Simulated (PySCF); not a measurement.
## Basis-set dependence of excited states

Pentanenitrile, C5H9N.
Structure used (PBE0-D3(BJ)/def2-SVP), in Å, numbered top down from 1:
```xyz
15
C5H9N angstrom
C     -2.192    0.261    0.392
C     -0.929   -0.413   -0.118
C      0.344    0.294    0.326
C      1.606   -0.401   -0.188
C      2.836    0.264    0.224
N      3.802    0.805    0.561
H     -2.262    1.301    0.034
H     -3.095   -0.268    0.055
H     -2.213    0.290    1.493
H     -0.951   -0.460   -1.222
H     -0.901   -1.462    0.226
H      0.381    0.346    1.427
H      0.336    1.338   -0.029
H      1.596   -0.450   -1.290
H      1.643   -1.444    0.169
```

TDDFT with PBE0 (PySCF), vertical singlets, core orbitals frozen in the response, spherical d and f functions. Isolated species at its PBE0-D3(BJ)/def2-SVP geometry (one conformer only).

| basis | functions | diffuse | S1 (eV) | S2 (eV) | S3 (eV) | S4 (eV) | S5 (eV) | LUMO (eV) | α (au) |
| --- | --- | --- | --- | --- | --- | --- | --- | --- | --- |
| 6-31G* | 102 | no | 7.77 | 8.17 | 8.18 | 9.32 | 9.45 | 1.25 | 55.5 |
| def2-SVP | 129 | no | 7.79 | 8.18 | 8.20 | 9.24 | 9.33 | 0.96 | 56.9 |
| def2-SVPD | 192 | yes | 7.70 | 8.06 | 8.07 | 8.62 | 8.63 | 0.32 | 65.7 |
| aug-cc-pVDZ | 219 | yes | 7.62 | 7.86 | 7.93 | 8.15 | 8.15 | -0.30 | 67.4 |
| def2-TZVP | 240 | no | 7.68 | 8.02 | 8.04 | 8.81 | 8.85 | 0.54 | 64.2 |

Question: How much do these states and the polarisability depend on the basis?

Answer: States are compared by their number. Against the largest diffuse basis here (aug-cc-pVDZ, itself not a converged limit), sets without diffuse functions differ by up to 0.16 eV in S1 and 1.30 eV in S5; the smaller diffuse sets differ by up to 0.08 and 0.48 eV. State by state, the largest deviation of a set without diffuse functions is S1 0.16, S2 0.32, S3 0.26, S4 1.17, S5 1.30 eV. The same number needn't mean the same state in each row. Against aug-cc-pVDZ the polarisability deviates by -18% in 6-31G*, -16% in def2-SVP, -2% in def2-SVPD, -5% in def2-TZVP.
